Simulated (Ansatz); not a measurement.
Relaxation of AlH$_{6}$Si (8 atoms, charge 0, multiplicity 2), to a largest force component of 0.03 eV/Å in at most 50 steps.

Theory: UKS PBE0/6-31G* (Ansatz 0.2.0).

```xyz
8
Properties=species:S:1:pos:R:3
Al 0.005 -0.569 -0.551
H -0.010 -0.011 2.149
H 1.380 0.243 -0.762
H -1.376 0.233 -0.757
Si -0.002 0.020 3.622
H -0.762 -1.154 4.125
H 1.407 -0.043 4.091
H -0.642 1.281 4.077
```

Question: Where does it end, and by what steps?

Answer: The forces met the threshold. The force dipped under the threshold on the way, but the program's further checks kept it going. After 15 steps the energy has fallen by 0.165 eV; H3 moved furthest, 1.26 Å.

```csv
step,energy less start (eV),largest force component (eV/Å),accepted
0,0.0000,0.524,yes
1,-0.0458,0.298,yes
2,-0.0830,0.239,yes
3,-0.0846,0.072,yes
4,-0.0877,0.019,yes
5,-0.0888,0.022,yes
6,-0.0954,0.123,yes
7,-0.0966,0.311,yes
8,-0.1237,0.174,yes
9,-0.1388,0.142,yes
10,-0.1533,0.169,yes
11,-0.1530,0.213,no
12,-0.1620,0.049,yes
13,-0.1638,0.068,yes
14,-0.1649,0.044,yes
15,-0.1654,0.012,yes
```

```xyz
8
Properties=species:S:1:pos:R:3
Al 0.048 -0.298 0.041
H -0.080 -0.978 1.887
H 1.259 0.697 0.412
H -1.436 0.315 -0.014
Si 0.034 -0.100 3.135
H -0.806 -0.800 4.140
H 1.461 -0.095 3.532
H -0.481 1.259 2.858
```

Whether the end is a true minimum wasn't checked by a vibrational analysis.

The run took 36 s on 1 thread of Arm Neoverse V2, with other jobs on the host, peak memory 0.13 GiB.
